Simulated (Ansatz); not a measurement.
C2H4Si, SMILES C1=C[SiH2]1, harmonic frequencies at the relaxed geometry

Program: the Ansatz DFT code, driven from Python.

Script `freq.py`:
```python
# -*- coding: utf-8 -*-
"""Vibrations of C2H4Si."""

import itertools
import warnings

import ansatz as az
from ase import Atoms
from ase.data import atomic_numbers, covalent_radii
from ase.thermochemistry import IdealGasThermo
import numpy as np


def main():
    warnings.simplefilter("ignore", az.DeckWarning)

    atoms = Atoms(["C", "C", "Si", "H", "H", "H", "H"], positions=[
        (-0.7511, -0.4583, -0.2203),
        (0.2996, -0.2774, -0.9232),
        (0.4169, 0.4598, 0.6548),
        (-1.7064, -0.8165, -0.3059),
        (0.7141, -0.5271, -1.895),
        (0.0923, 1.9019, 0.8441),
        (0.9958, -0.3504, 1.7998),
    ])
    c2h4si = az.Crystal.molecule_from_ase(atoms)

    model = c2h4si.calculation()
    model = model.basis(gaussian="cc-pVDZ")
    model = model.functional("b3lyp", dispersion="d3bj")
    symbols = [site.symbol for site in c2h4si.cartesian_sites]
    start = np.array([site.position_ang for site in c2h4si.cartesian_sites], dtype=float)
    rep = model.relax(force_tolerance=0.003).run(threads=1, backend="cpu").report
    end = np.array(rep["positions_ang"])

    # pairs closer than 1.2 times the sum of covalent radii, before or after
    radius = [covalent_radii[atomic_numbers[s]] for s in symbols]
    span = lambda where, i, j: np.linalg.norm(where[i] - where[j])
    bonded = [(i, j) for i, j in itertools.combinations(range(len(symbols)), 2) if min(span(start, i, j), span(end, i, j)) < 1.2 * (radius[i] + radius[j])]
    print("pair        before    after (A)")
    for i, j in bonded:
        print(f"{symbols[i]}{i}-{symbols[j]}{j}".ljust(10), f"{span(start, i, j):8.4f} {span(end, i, j):8.4f}")

    # frequencies need a stationary point, so they are taken at the relaxed geometry
    minimum = az.Crystal.molecule()
    for symbol, place in zip(symbols, end):
        minimum = minimum.atom(symbol, place.tolist())
    vibrating = (
        minimum.calculation()
        .basis(gaussian="cc-pVDZ")
        .functional("b3lyp", dispersion="d3bj")
        .phonons(temperatures=(100, 500, 100))
    )
    vib = vibrating.run(threads=1, backend="cpu").report["vibrations"]
    sums = vib["harmonic_sums"]
    modes = [m["omega_inv_cm"] for m in sums["modes_at_gamma"] if m["rigid_motion"] == "no"]
    for number, w in enumerate(modes, start=1):
        print(f"mode {number:2d} {w:9.1f} 1/cm {w / 8065.544 * 1000:8.2f} meV")
    print("imaginary modes:", sum(w < 0 for w in modes), " zero-point energy:", round(sums["zero_point_energy_ev"], 4), "eV")
    # rigid rotor and ideal gas, symmetry number taken as one
    gas = IdealGasThermo(vib_energies=[w / 8065.544 for w in modes if w > 0], geometry="linear" if len(modes) == 3 * len(symbols) - 5 else "nonlinear",
                         atoms=Atoms(symbols, positions=end), symmetrynumber=1, spin=0.0)
    print(f"H(298 K) - E = {gas.get_enthalpy(298.15, verbose=False):.4f} eV")
    print(f"S(298 K, 1 bar) = {96485.33 * gas.get_entropy(298.15, 1e5, verbose=False):.1f} J/(mol K) with symmetry number 1")


if __name__ == "__main__":
    main()
```

```console
$ python freq.py
pair        before    after (A)
C0-C1        1.2770   1.3370
C0-Si2       1.7242   1.8380
C0-H3        1.0238   1.0930
C1-Si2       1.7457   1.8379
C1-H4        1.0856   1.0930
Si2-H5       1.4903   1.4916
Si2-H6       1.5174   1.4916
mode  1     576.0 1/cm    71.42 meV
mode  2     592.6 1/cm    73.47 meV
mode  3     625.0 1/cm    77.49 meV
mode  4     687.4 1/cm    85.23 meV
mode  5     691.1 1/cm    85.69 meV
mode  6     769.1 1/cm    95.36 meV
mode  7     904.4 1/cm   112.13 meV
mode  8     958.0 1/cm   118.77 meV
mode  9     981.3 1/cm   121.66 meV
mode 10    1106.2 1/cm   137.15 meV
mode 11    1560.8 1/cm   193.51 meV
mode 12    2204.8 1/cm   273.36 meV
mode 13    2215.0 1/cm   274.63 meV
mode 14    3165.5 1/cm   392.47 meV
mode 15    3192.4 1/cm   395.81 meV
imaginary modes: 0  zero-point energy: 1.2541 eV
H(298 K) - E = 1.3833 eV
S(298 K, 1 bar) = 264.5 J/(mol K) with symmetry number 1
```

The frequencies are harmonic and unscaled, in a modest basis. The result belongs to the one conformer reached from this start, and soft torsions count as harmonic oscillators. b3lyp holds the VWN-RPA fit, as in Gaussian; the form of ORCA and Turbomole is b3lyp5. The entropy takes a symmetry number of 1; a symmetric molecule's is lower by R ln(sigma). Timing: 39 s on 1 thread of Intel(R) Xeon(R) 6975P-C (Granite Rapids), with other jobs on the host, peak memory 0.26 GiB.

(A comment or docstring line of the script was reworded after the run, the code is as it ran; lines on the test bed's own set-up are left out of the output.)
